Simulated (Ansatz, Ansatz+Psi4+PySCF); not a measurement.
```xyz
4

C     0.0000    0.0000   -1.1034
S     0.0000    0.0000    0.6315
H     0.0000   -1.0041   -1.7418
H     0.0000    1.0041   -1.7418
```

Basis set: cc-pVTZ (spherical functions). Correlated methods keep 6 orbitals frozen. Charge 0, multiplicity 1.

Computed with Ansatz (development build ahead of 0.2.0); each method stands on the lowest determinant of its kind that the runs found. Restricted open shells among the atoms or ions are ROHF, correlated in semicanonical orbitals with singles.

The atomization energy at this shape (free ground-state atoms in the same class of orbitals less the molecule, no zero-point energy) of singlet CH₂S:

```json
{"method": "RHF-MP2", "atomization energy": "13.19 eV"}
```

What does RHF give?

9.18 eV. Caution: in another basis set an unrestricted determinant lies well below; the shape is not the minimum.
